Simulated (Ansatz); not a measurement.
Molecule: carbon monosulfide, CS, net charge 0, singlet state. SMILES: [C-]#[S+]
Geometry: optimised at B3LYP-D3(BJ)/def2-TZVP (Ansatz, a first-principles code).

Quantity: vertical electron affinity (to the doublet state of charge -1; a negative value means that the extra electron is unbound and the number depends on the basis; each state is the SCF solution reached for its spin), in eV. Correlated levels leave the core frozen unless marked. Open shells are spin-unrestricted. Spin-orbit coupling is left out. Non-relativistic. Anions need diffuse functions: aug- sets have them; def2-D sets add few. CBS(X,Y): correlation extrapolated as X^-3; Hartree-Fock from the larger set.

```
level                                         program  vertical electron affinity (eV)  minus last row
--------------------------------------------  -------  -------------------------------  --------------
SVWN5/def2-TZVPD                               Ansatz                             0.10            0.19
B3LYP/def2-TZVPD                               Ansatz                             0.09            0.18
CAM-B3LYP/def2-TZVPD                           Ansatz                             0.13            0.22
wB97X/def2-TZVPD                               Ansatz                             0.06            0.15
CCSD/aug-cc-pV(D+d)Z                           Ansatz                            -0.30           -0.21
CCSD/def2-SVPD                                 Ansatz                            -0.41           -0.32
CCSD/def2-TZVPPD                               Ansatz                            -0.22           -0.13
CCSD/def2-QZVPPD                               Ansatz                            -0.13           -0.04
CCSD/CBS(aug-cc-pV(T+d)Z,aug-cc-pV(Q+d)Z)      Ansatz                            -0.05            0.04
CCSD/CBS(def2-TZVPPD,def2-QZVPPD)              Ansatz                            -0.08            0.01
CCSD(T)/aug-cc-pV(D+d)Z                        Ansatz                            -0.37           -0.28
CCSD(T)/def2-TZVPPD                            Ansatz                            -0.28           -0.19
CCSD(T)/aug-cc-pV(Q+d)Z                        Ansatz                            -0.13           -0.04
CCSD(T)/CBS(def2-TZVPPD,def2-QZVPPD)           Ansatz                            -0.12           -0.03
CCSD(T)/CBS(aug-cc-pV(T+d)Z,aug-cc-pV(Q+d)Z)   Ansatz                            -0.09            0.00
```
